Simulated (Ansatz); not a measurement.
Geometry optimisation, Ansatz, RKS BLYP/6-31G*.

Input:

```yaml
crystal:
  periodic: [false, false, false]
  atoms:
    - { symbol: Al, position_ang: [0.005922, 0.394247, -0.374389] }
    - { symbol: H, position_ang: [-0.606583, 0.519148, 1.07371] }
    - { symbol: H, position_ang: [1.539974, 0.76077, -0.624773] }
    - { symbol: H, position_ang: [-0.972336, 0.039716, -1.589008] }
    - { symbol: "N", position_ang: [-0.079505, -2.158938, 1.395243] }
    - { symbol: H, position_ang: [-0.850285, -2.798755, 1.173586] }
    - { symbol: Si, position_ang: [1.242056, -2.834818, 2.362669] }
    - { symbol: H, position_ang: [1.515263, -4.20729, 1.81916] }
    - { symbol: H, position_ang: [2.442629, -1.956113, 2.202041] }
    - { symbol: H, position_ang: [0.962342, -2.965898, 3.8414] }
    - { symbol: H, position_ang: [-0.475278, -1.241969, 1.70276] }
basis:
  gaussian: { orbitals: "6-31G*" }
hamiltonian:
  xc: blyp
relax:
  f_tol: 0.03
  max_steps: 50
```

Run as:

```bash
$ ansatz run input.yaml --threads 1 --pin off --max-ram 2048MiB --backend cpu --events-out ev --progress --plain --runs-dir out
```

Where does it end, and by what steps?

The run converged. The force dipped under the threshold on the way, but the program's further checks kept it going. After 10 steps the energy has fallen by 0.834 eV; H3 moved furthest, 1.35 Å. Joined: Al1–N5 (3.11 → 2.13 Å).

```
step  energy less start (eV)  largest force component (eV/Å)  accepted
   0                  0.0000                           0.764       yes
   1                 -0.1811                           1.002       yes
   2                 -0.3449                           1.341       yes
   3                 -0.5543                           1.163       yes
   4                 -0.6592                           0.556       yes
   5                 -0.7489                           0.266       yes
   6                 -0.7710                           0.299       yes
   7                 -0.8105                           0.049       yes
   8                 -0.8224                           0.204       yes
   9                 -0.8334                           0.025       yes
  10                 -0.8340                           0.017       yes
```

```xyz
11
Properties=species:S:1:pos:R:3
Al 0.103 -0.235 -0.019
H -0.207 1.068 0.880
H 1.650 -0.557 -0.346
H -0.989 -0.663 -1.125
N -0.263 -1.746 1.434
H -0.858 -2.452 0.979
Si 1.255 -2.495 2.123
H 1.873 -3.282 1.024
H 2.112 -1.383 2.609
H 0.890 -3.398 3.261
H -0.843 -1.307 2.162
```

Whether the end is a true minimum wasn't checked by a vibrational analysis.

The run took 30 s on 1 thread of Arm Neoverse V2 (shared host), peak memory 0.13 GiB.
